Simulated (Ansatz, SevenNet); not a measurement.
Elastic constant C11 (GPa) of solids drawn from the class of elemental solids other than molecular ones, at two levels: the machine-learned potential SevenNet-0 (trained on PBE and PBE+U data), and PBE (Ansatz, a program for electronic structure, plane waves, PAW).

| solid | SevenNet-0 | PBE | shift (%) |
|---|---|---|---|
| hcp Y | 43.1 | 77.0 | +79 |
| hcp Re | 412 | 608 | +48 |
| fcc Ca | 21.9 | 22.4 | +2.3 |
| hcp Co | 154 | 352 | +129 |
| hcp Ti | 112 | 176 | +57 |
| hcp Zr | 97.0 | 143 | +47 |
| fcc Au | 143 | 157 | +9.8 |
| fcc Ir | 370 | 584 | +58 |
| hcp Be | 166 | 321 | +93 |
| diamond | 643 | 1051 | +63 |

The shifts run from +2.3 % to +129 %, with a median of +57 %.

Over all 10 rows PBE is the larger in 10.

Ansatz's runs of these crystals have no spin polarisation, but for hcp Co.

Density-functional runs with spin start from parallel moments for hcp Co.

Spin–orbit coupling is left out, also for the solids with elements from indium on (hcp Re, fcc Au, fcc Ir); its size isn't shown.

Each level is taken at its own relaxed cell. Ansatz's density-functional and Hartree–Fock values are scalar-relativistic unless marked +SOC, with PAW data made under PBE.
